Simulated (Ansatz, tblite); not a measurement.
Lattice constant a of zinc-blende AlP: levels of theory against measurement

Reference value: 5.451 Å (measured, static lattice: zero-point anharmonic expansion removed; as tabulated in Mejia-Rodriguez and Trickey (2018), arXiv:1807.09216).

**Question.** Put these levels in order of the lattice constant a that they give for zinc-blende AlP, smallest first: GFN2-xTB (tblite), Hartree–Fock (Ansatz, a first-principles code), LDA (Ansatz), PBE0 (Ansatz).

**Answer.** LDA (5.434 Å), PBE0 (5.473 Å), GFN2-xTB (5.522 Å), Hartree–Fock (5.538 Å)

Errors against the reference: GFN2-xTB +1.30 %, LDA -0.31 %, PBE0 +0.40 %, Hartree–Fock +1.60 %.

GFN2-xTB: the method was fitted mainly to molecules. GFN2-xTB: the run uses a supercell at the zone centre in place of a k mesh. Cutoffs and k meshes differ between the levels. Ansatz's density-functional and Hartree–Fock values are scalar-relativistic unless marked +SOC, with PAW data made under PBE.

Differences are worked out from the printed values.
